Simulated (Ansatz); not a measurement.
LiH (SMILES [LiH]): the energy, rung by rung

LiH has 2 atoms, charge 0, and is taken as a singlet. As SMILES, `[LiH]`. The bond length is the measured one.

```
atom   x (Å)   y (Å)   z (Å)
  Li  0.0000  0.0000  0.0000
   H  0.0000  0.0000  1.5957
```

Quantity: the energy change with the Li1–H2 bond stretched from 1.596 to 2.393 Å, in eV. The values are calculated.

| level | kind | program | value (eV) | less FCI/3-21G |
| --- | --- | --- | --- | --- |
| HF/3-21G (restricted) | Hartree–Fock | Ansatz | 0.93 | +0.26 |
| BLYP/3-21G (restricted) | GGA | Ansatz | 0.82 | +0.15 |
| PBE/3-21G (restricted) | GGA | Ansatz | 0.79 | +0.12 |
| r2SCAN/3-21G (restricted) | meta-GGA | Ansatz | 0.82 | +0.15 |
| B3LYP/3-21G (restricted) | global hybrid | Ansatz | 0.88 | +0.21 |
| BHLYP/3-21G (restricted) | global hybrid | Ansatz | 0.95 | +0.28 |
| CCSD(T)/3-21G (restricted) | coupled cluster or CI | Ansatz | 0.67 | 0.00 |
| CCSDTQ/3-21G (restricted) | coupled cluster or CI | Ansatz | 0.67 | 0.00 |
| FCI/3-21G | exact in the basis | Ansatz | 0.67 | 0.00 |

FCI/3-21G is exact within its basis and frozen core, so for wave-function methods in that basis the difference is their error; functionals converge differently with the basis, so for them it is only a difference. The first shape isn't each level's own minimum. The values span 0.67 to 0.95 eV. All rows use very small basis sets, so none should be taken for the real molecule's value.
